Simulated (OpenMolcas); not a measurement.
# BH3 (borane): levels of theory compared

Wanted: a comparison of 6 runs (PBE/6-31G, PBE0/6-31G, UPBE/6-31G, MP2/6-31G, ACPF/6-31G, CCSD(T)/6-31G) of BH3 (borane). 

The calculation is run with OpenMolcas 26.06.

1 further run of the same task is left out (set aside as unsound or not needed).

**1. The system as given**

BH3 has 4 atoms, charge 0, and is taken as a singlet. SMILES: `B`. The B1–H3 distance was set to 1.492 Å, away from the relaxed value.

Bond lengths: B1–H2 1.193 Å, B1–H4 1.193 Å. Angles: H2–B1–H4 120.0°. A long bond or contact: B1–H3 1.492 Å.

**2. A single-point energy at PBE/6-31G (run 1)**

job.inp

```
&GATEWAY
  BasLib=$CurrDir
  Coord
  4
  bohr
  B      0.16333470     0.51798716    -0.03236345
  H      1.99315650     1.26783049     1.05215037
  H     -0.52194236    -2.21438107     0.08125822
  H     -1.11846653     1.95417901    -1.20739515
  Basis=6-31G
  Group=NoSym

&SEWARD
  GridInput
  Grid=UltraFine
  End of Grid

&SCF
  KSDFT=PBE
  Thresholds=1e-10 1e-07 1e-07 1e-05
  PrOrbitals=1 1
```

The basis set 6-31G is read from a file made from the Basis Set Exchange's data (not shown).

On the command line:

```sh
$ export MOLCAS_MEM=1860
$ pymolcas job.inp > job.log
```

Output:

```text
--- Start Module: gateway ---
[...]
--- Stop Module: gateway /rc=_RC_ALL_IS_WELL_ ---
--- Start Module: seward ---
[...]
      Basis functions           15
--- Stop Module: seward /rc=_RC_ALL_IS_WELL_ ---
--- Start Module: scf ---
[...]
       Convergence after   9 Iterations
[...]
::    Total KS-DFT energy                             -26.5139874730
[...]
      Total spin, S                                     0.0000000000
[...]
      Total electronic charge=    8.000000
      Total            charge=   -0.000000
[...]
      Dipole Moment (debye):
      Origin of the operator (angstrom)=    0.0812    0.2533   -0.0162
                   X=  1.0176E-01               Y=  4.0554E-01               Z= -1.6996E-02           Total=  4.1845E-01
      Quadrupole Moment (debye*angstrom):
[...]
--- Stop Module: scf /rc=_RC_ALL_IS_WELL_ ---
[...]
```

Run time: 2.8 s. Hardware: 1 thread of Intel Xeon Platinum 8488C (Sapphire Rapids), shared host; peak memory 0.37 GiB.

**3. The energy at PBE0/6-31G (run 2)**

job.inp

```
>>> EXPORT MOLCAS_PRINT=2
&GATEWAY
BasLib
$CurrDir
Coord
4
bohr
B      0.16333470     0.51798716    -0.03236345
H      1.99315650     1.26783049     1.05215037
H     -0.52194236    -2.21438107     0.08125822
H     -1.11846653     1.95417901    -1.20739515
Basis
6-31G
Group
NoSym
&SEWARD
GridInput
Grid=UltraFine
End of Grid
&SCF
KSDFT
PBE0
Thresholds
1e-10 1e-07 1e-07 1e-05
PrOrbitals
1 1
```

The basis set 6-31G is read from a file made from the Basis Set Exchange's data (not shown).

On the command line:

```sh
$ export MOLCAS_MEM=1860
$ pymolcas job.inp > job.log
```

Output:

```text
--- Start Module: gateway ---
[...]
--- Stop Module: gateway /rc=_RC_ALL_IS_WELL_ ---
--- Start Module: seward ---
[...]
      Basis functions           15
--- Stop Module: seward /rc=_RC_ALL_IS_WELL_ ---
--- Start Module: scf ---
[...]
       Convergence after   9 Iterations
[...]
::    Total KS-DFT energy                             -26.5246529689
[...]
      Total spin, S                                     0.0000000000
[...]
      Total electronic charge=    8.000000
      Total            charge=   -0.000000
[...]
      Dipole Moment (debye):
      Origin of the operator (angstrom)=    0.0812    0.2533   -0.0162
                   X=  1.0484E-01               Y=  4.1778E-01               Z= -1.7515E-02           Total=  4.3109E-01
      Quadrupole Moment (debye*angstrom):
[...]
--- Stop Module: scf /rc=_RC_ALL_IS_WELL_ ---
[...]
```

It took 2.8 s on 1 thread of Intel Xeon Platinum 8488C (Sapphire Rapids), shared host; peak memory 0.37 GiB.

Runs 3 to 5 aren't shown in full; the table further down has their settings and results.

**4. A single-point energy at CCSD(T)/6-31G (run 6)**

job.input

```
* BH3 CCSD(T)
&GATEWAY
BASLIB = $CurrDir
COORD
4
bohr
B      0.16333470     0.51798716    -0.03236345
H      1.99315650     1.26783049     1.05215037
H     -0.52194236    -2.21438107     0.08125822
H     -1.11846653     1.95417901    -1.20739515
BASIS = 6-31G
GROUP = NoSym
&SEWARD
&SCF
THRESHOLDS = 1e-10 1e-07 1e-07 1e-05
PRORBITALS = 1 1
&RASSCF
FILEORB = $Project.ScfOrb
SPIN = 1
NACTEL = 0 0 0
INACTIVE = 4
RAS2 = 0
OUTORBITALS = Canonical
ORBLISTING = Nothing
&MOTRA
JOBIPH
FROZEN = 1
&CCSDT
CCT
TRIPLES = 2
ITERATIONS = 80
ACCURACY = 1e-08
EXTRAPOLATION = 5 4
```

The basis set 6-31G is read from a file made from the Basis Set Exchange's data (not shown).

On the command line:

```sh
$ export MOLCAS_MEM=1860
$ pymolcas job.input > job.log
```

Output:

```text
--- Start Module: gateway ---
[...]
--- Stop Module: gateway /rc=_RC_ALL_IS_WELL_ ---
[...]
      Basis functions           15
[...]
       Convergence after   9 Iterations
[...]
::    Total SCF energy                                -26.3488669614
[...]
      Total spin, S                                     0.0000000000
[...]
      Number of active orbitals                  0
[...]
      Spin quantum number                      0.0
[...]
      Active orbitals                            0
[...]
      Number of CSFs                             1
[...]
      Number of root(s) required                 1
[...]
      Convergence after  4 iterations
[...]
      Natural orbitals and occupation numbers for root  1
      ************************************************************************************************************************
      *                                                    Final results                                                     *
      ************************************************************************************************************************
[...]
::    RASSCF root number  1 Total energy:    -26.34886696
[...]
      Total electronic charge=    8.000000
      Total            charge=   -0.000000
[...]
      Dipole Moment (debye):
      Origin of the operator (angstrom)=    0.0812    0.2533   -0.0162
                   X=  1.2444E-01               Y=  4.9587E-01               Z= -2.0798E-02           Total=  5.1167E-01
      Quadrupole Moment (debye*angstrom):
[...]
--- Start Module: motra ---
[...]
--- Stop Module: motra /rc=_RC_ALL_IS_WELL_ ---
--- Start Module: ccsdt ---
[...]
      Convergence after                    11  Iterations
      Total energy (diff) :     -26.42603716      -0.00000000
[...]
 METHOD                       : CCSD+T(CCSD)+<T3(1)WT1> = CCSD(T)
[...]
       CCSD     =       -26.4260371566419
[...]
```

Wall time 2.2 s (1 thread of Intel Xeon Platinum 8488C (Sapphire Rapids), shared host); peak memory 0.37 GiB.

**5. All runs side by side**

```csv
run,level,scramble,integration grid,energy (Eh),dipole moment (D) of the reference,HOMO energy (eV),LUMO energy (eV),wall time
1,PBE/6-31G,–,UltraFine,-26.513987,0.42,-7.66,-2.90,2.8 s
2,PBE0/6-31G,–,UltraFine,-26.524653,0.43,-9.04,-1.80,2.8 s
3,UPBE/6-31G,0.25,UltraFine,-26.513987,0.42,-7.66,-2.90,4.8 s
4,MP2/6-31G,–,–,-26.406675,0.51,-12.22,2.14,1.6 s
5,ACPF/6-31G,–,–,-26.426439,0.51,-12.22,2.14,1.6 s
6,CCSD(T)/6-31G,–,–,-26.427069,0.51,-12.22,2.14,2.2 s
```

**6. What came out**

| quantity | value |
| --- | --- |
| run 6: total energy | -26.42707 Eh |
| run 6: dipole moment (mean-field density) | 0.51 D |
| run 6: HOMO energy (Hartree–Fock orbitals) | -12.22 eV |
| run 6: LUMO energy (Hartree–Fock orbitals) | 2.14 eV |
| run 6: HOMO–LUMO gap (Hartree–Fock orbitals) | 14.36 eV |
| run 6: correlation energy (1 core orbital frozen) | -78.2 mEh |
| run 6: (T) correction | -1.03 mEh |

What this shows: Over runs 1, 2, 3 the dipole moment (its size) runs from 0.42 D (PBE/6-31G) to 0.43 D (PBE0/6-31G). Over runs 1, 2, 3 the HOMO–LUMO gap runs from 4.76 eV (PBE/6-31G) to 7.23 eV (PBE0/6-31G). Totals of different functionals can't be ranked against each other. All runs together took 16 s, the longest 4.8 s.
